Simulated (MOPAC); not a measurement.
MOPAC input (MNDO):

```
MNDO 1SCF CHARGE=-1 GEO-OK AUX(PRECISION=9) THREADS=1
C3H8N

N    -0.00213402 1    0.04214599 1    0.37919140 1
C    -0.00747060 1    1.44661146 1   -0.18378675 1
C     1.17873129 1   -0.64720590 1   -0.07181221 1
C    -1.17037410 1   -0.66082446 1   -0.08351890 1
H     0.86175233 1    1.94458640 1    0.29284521 1
H    -0.88711575 1    1.93444762 1    0.28412978 1
H     1.27604701 1   -0.62910707 1   -1.18225025 1
H     1.17565772 1   -1.69085337 1    0.27324375 1
H     2.07028400 1   -0.15669671 1    0.33315067 1
H    -1.25682128 1   -0.64379097 1   -1.19487271 1
H    -2.07154558 1   -0.18070831 1    0.31251001 1
H    -1.15863979 1   -1.70438609 1    0.26161086 1
```

Task: What heat of formation does the run end on, and which ionisation energy by Koopmans theorem?

Result: 55.47 kcal/mol; 0.40 eV.
